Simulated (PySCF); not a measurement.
Simulated P 2p region for `C=C/C=P\P`, binding energy against the vacuum level.

Every computed line was given a Gaussian of 0.8 eV full width at half maximum and an area set by the number of equivalent atoms (split 2:1 within a doublet); the highest printed point is 100. Method used: delta-SCF UKS SCAN, pcX-2 on the ionised atom, pcseg-1 elsewhere, spin-free X2C (PySCF).

| binding energy (eV) | intensity |
| --- | --- |
| 134.6 | 0 |
| 134.7 | 1 |
| 134.8 | 2 |
| 134.9 | 3 |
| 135.0 | 6 |
| 135.1 | 12 |
| 135.2 | 19 |
| 135.3 | 29 |
| 135.4 | 42 |
| 135.5 | 55 |
| 135.6 | 68 |
| 135.7 | 79 |
| 135.8 | 88 |
| 135.9 | 94 |
| 136.0 | 98 |
| 136.1 | 100 |
| 136.2 | 100 |
| 136.3 | 97 |
| 136.4 | 92 |
| 136.5 | 86 |
| 136.6 | 78 |
| 136.7 | 70 |
| 136.8 | 62 |
| 136.9 | 56 |
| 137.0 | 50 |
| 137.1 | 45 |
| 137.2 | 39 |
| 137.3 | 32 |
| 137.4 | 25 |
| 137.5 | 19 |
| 137.6 | 13 |
| 137.7 | 8 |
| 137.8 | 5 |
| 137.9 | 2 |
| 138.0 | 1 |
| 138.1 | 1 |
| 138.2 | 0 |
| 138.3 | 0 |

Task: How many maxima does the curve show, and how many computed lines lie under it?

Result: The curve has 1 maximum (at 136.1 eV). Under it lie 4 lines from 2 inequivalent phosphorus sites, each drawn as a 2p3/2, 2p1/2 pair. At this width some lines have no maximum of their own.

Task: Decompose the envelope and assign each component. Numbering: `[CH2:1]=[CH:2]/[CH:3]=[P:4]\[PH2:5]`.

Result: 
```tsv
position (eV)	relative area	line	atoms	environment
135.73	0.67	P 2p3/2	P4	phosphorus bonded to C and P
136.24	0.67	P 2p3/2	P5	three-coordinate phosphorus
136.62	0.33	P 2p1/2	P4	phosphorus bonded to C and P
137.14	0.33	P 2p1/2	P5	three-coordinate phosphorus
```

The listed P 2p3/2 values span 0.51 eV, from P4 (bonded to C (double bond) and P) to P5 (bonded to 2 H and P). Summing the Pauling electronegativity differences to the bonded atoms, each weighted by its formal bond order, gives +0.72 for the lowest site and +0.02 for the highest; the largest sum, +0.72, belongs to P4, 0.51 eV below the top. The smallest sum, +0.02, belongs to P5, 0.51 eV above the lowest.

The curve has no shake-up lines and no vibrational structure. 2p3/2 and 2p1/2 are the ΔSCF energy of one spin-free 2p hole plus the eigenvalues of a spin–orbit and ligand-field matrix of the shell. 2p1/2 minus 2p3/2 (ligand field included): P 0.89 eV. Geometry: GFN2-xTB, one conformer, isolated molecule.

Conformer computed: `[CH2:1]=[CH:2]/[CH:3]=[P:4]\[PH2:5]`: C1–C2–C3–P4 176°, H–P5–P4–C3 -179°, H–P5–P4–C3 -87°.
